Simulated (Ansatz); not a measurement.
Compare A (`CCOCC#N`) with its isomer B (`CC(=N)C(C)=O`).

Calculated with Ansatz (gas phase, PBE0-D4/def2-TZVP geometries, no zero-point term in ΔE). CCSD(T)/CBS is the MP2 limit (def2-TZVPP, def2-QZVPP) plus CCSD(T) − MP2 in def2-TZVPP, frozen cores. Functionals use def2-TZVPP. B3LYP here is the variant with VWN-RPA as its local correlation; programs differ in this. One conformer a species, not always the lowest.

A:

```xyz
13

C    -0.800   -0.648    1.292
C    -0.770   -0.678   -0.220
O     0.541   -0.741   -0.764
C     1.309    0.409   -0.588
C     0.728    1.595   -1.234
N     0.259    2.520   -1.729
H    -0.243   -1.490    1.708
H    -0.388    0.278    1.699
H    -1.834   -0.717    1.637
H    -1.303    0.186   -0.638
H    -1.260   -1.579   -0.592
H     1.476    0.652    0.469
H     2.284    0.214   -1.040
```

B:

```xyz
13

C     0.8722    0.7994   -1.4708
C    -0.0565    0.0246   -0.5951
N    -1.0545   -0.6669   -0.9597
C     0.2364    0.0782    0.8917
C    -0.6672   -0.6864    1.8070
O     1.1774    0.7271    1.2820
H     0.5874    0.7059   -2.5191
H     1.8983    0.4496   -1.3372
H     0.8726    1.8532   -1.1835
H    -1.1680   -0.6403   -1.9740
H    -0.3391   -0.5465    2.8350
H    -1.6991   -0.3524    1.6821
H    -0.6598   -1.7456    1.5416
```

(1) Which is lower in electronic energy at CCSD(T)/CBS, and by how much? (Best estimate.)

(2) Give E(B) − E(A) in kcal/mol with PBE-D4, B3LYP-D4, HF/def2-TZVPP, CCSD/def2-TZVPP, B3LYP, CCSD(T)/def2-TZVPP, B2PLYP. (Estimate.)

Largest T1 diagnostic: 0.013.

Results:

(1) Computed: B, by 13.5 kcal/mol.

(2) Ansatz gave: PBE-D4 -18.1, B3LYP-D4 -15.8, HF/def2-TZVPP -11.2, CCSD/def2-TZVPP -11.7, B3LYP -15.0, CCSD(T)/def2-TZVPP -12.6, B2PLYP -13.3. None reverses the order clearly.

From PBE to PBE0 (25 % exact exchange), in def2-TZVPP and without D4, E(B) − E(A) moves by +0.9 kcal/mol. The D4 term adds −0.7 kcal/mol with B3LYP and −0.3 kcal/mol with PBE0; it sums over pairs of atoms, weighted by their polarisabilities, and B3LYP, whose exchange is more repulsive, gets the larger term.
